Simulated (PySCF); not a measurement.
# CH2O2 (Formic acid): the cost of one run

Programs: PySCF 2.14.0, with routines of our own; each step states its level. All values are computed. Atoms count from 0.

## Step 1: The system as given

5 atoms, charge 0, multiplicity 1; geometry from: GFN2-xTB.

## Step 2: Relaxing the molecule at PBE/6-31+G*

Job settings and geometry (Å):

```
{"job": {"xc": "PBE", "basis": "6-31+G*", "grid": 1, "kind": "geom"}, "charge": 0, "multiplicity": 1}
O     -0.658784     1.126476    -0.554433
C     -0.413538     0.025410    -0.167133
O      0.782297    -0.538584    -0.158730
H     -1.155371    -0.678320     0.239912
H      1.454017     0.067870    -0.515247
```

Launch:

```sh
OMP_NUM_THREADS=1 python excited_run.py task.json out
```

One launch serves the whole session: the jobs run in the order shown.

**Question.** How long does this first job take on 1 thread of Arm Neoverse V1, shared host, and how much memory does it need?

About 5.1 s, with a peak of 0.27 GiB.
